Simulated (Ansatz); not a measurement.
**hcp Hf**

Calculation: HSE06-D3(BJ) (Ansatz, a quantum-chemistry and plane-wave program, plane waves, PAW).

Run with plane-wave cutoff 460 eV, 12×12×6 k mesh (along the axes of the cell as run), Fermi–Dirac smearing 0.05 eV, scalar-relativistic PAW data made under PBE.

Cell: relaxed at this level.

- lattice constant a = 3.170 Å
- lattice parameter c = 4.994 Å

Measured, for comparison: lattice constant a 3.194 Å (293 K, not corrected to a static lattice, our sources range from 3.194 to 3.200; as tabulated in Wikipedia's data pages); lattice parameter c 5.051 Å (293 K, not corrected to a static lattice; as tabulated in Wikipedia's data pages). Computed (rounded) less measured: lattice constant a -0.8 % (-0.8 % to -0.9 % over the range), lattice parameter c -1.1 %. A static lattice is as a rule a little smaller and stiffer than an uncorrected measurement, which narrows the difference in the lattice constant a, lattice parameter c and would widen misses of the other sign.

Spin–orbit coupling is not included.

The computed numbers hold no vibrational or temperature effects.
